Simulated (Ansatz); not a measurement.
Computed with Ansatz on PBE0-D4/def2-TZVP structures; ΔE is electronic, products minus reactants. CCSD(T)/CBS is the MP2 limit (def2-TZVPP, def2-QZVPP) plus CCSD(T) − MP2 in def2-TZVPP, frozen cores. This one scheme is used for every species. DFT in def2-TZVPP. B3LYP here is the variant with VWN-RPA as its local correlation; programs differ in this. One conformer a species, not always the lowest.

Reaction (substitution at a C–C bond): `CC(C)C=N` + H–F → `CC(F)C=N` + CH₄

(1) Is it downhill or uphill in electronic energy at CCSD(T)/CBS, and by how much? (An estimate is asked.)

(2) What do these levels give: r2SCAN-D4, ωB97M-V, B3LYP, CCSD/def2-TZVPP, CCSD(T)/def2-TZVPP, SCS-MP2/def2-QZVPP? (Best estimate.)

Largest T1 diagnostic among the species: 0.011.

Answers

(1) Computed: Uphill: ΔE = +30.4 kJ/mol.

(2) Computed: r2SCAN-D4 11.3, ωB97M-V 16.4, B3LYP 2.9, CCSD/def2-TZVPP 24.4, CCSD(T)/def2-TZVPP 26.5, SCS-MP2/def2-QZVPP 30.4 kJ/mol.

The D4 term adds +8.9 kJ/mol with B3LYP and +4.9 kJ/mol with PBE0; it sums over pairs of atoms, weighted by their polarisabilities, and B3LYP, whose exchange is more repulsive, gets the larger term. In def2-TZVPP, CCSD(T) changes the Hartree–Fock value by +25.5 kJ/mol (the triples alone add +2.1 kJ/mol) and MP2 by +36.5 kJ/mol. From PBE to PBE0 (25 % exact exchange), in def2-TZVPP and without D4, ΔE moves by +5.7 kJ/mol.
